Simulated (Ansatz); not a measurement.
A made-up structure of CH3OSi (charge -1), closed shell:

```
atom    x (Å)    y (Å)    z (Å)
  C1   0.2230   0.1922  -0.3018
 Si2  -1.2738  -0.5671  -0.2266
  O3   1.1701   0.2800   1.0947
  H4  -2.1275  -0.6817  -1.3555
  H5   0.8807   0.6964  -0.9627
  H6   0.6487  -0.1625   1.7753
```

It is relaxed with PBE-D4/def2-SVPD and then PBE0-D4/def2-TZVPD (Ansatz 0.2.0). Atoms count as bonded within 1.22 times the sum of their covalent radii (H–H: 0.88 Å). The end point is not checked to be a true minimum.

Problem. Does its bonding change? (A judgement: the text doesn't fix the answer.)

Solution. The calculation gives: No: no bond forms or breaks.

Where it ends: The first stage lowers the energy by 1.27 eV in 9 steps. It ends as CH₃OSi ([OH][CH][SiH]), total charge -1:
C1  (0.200, 0.132, -0.122)
Si2  (-1.369, -0.676, 0.003)
O3  (1.110, 0.294, 0.934)
H4  (-1.748, -0.461, -1.476)
H5  (0.637, 0.590, -1.011)
H6  (0.690, -0.121, 1.697)
(Å)

Labels in which every atom is bracketed show which atoms are joined, not bond orders.

For scale, one of the runs: PBE0-D4/def2-TZVPD relaxation, 147 basis functions, launched by `ansatz run in.yaml --threads 2 --pin off --events-out ev --progress --plain --max-ram 4352MiB`. The run took about 26 s on 2 CPU threads of an Arm Neoverse V1 (shared host).
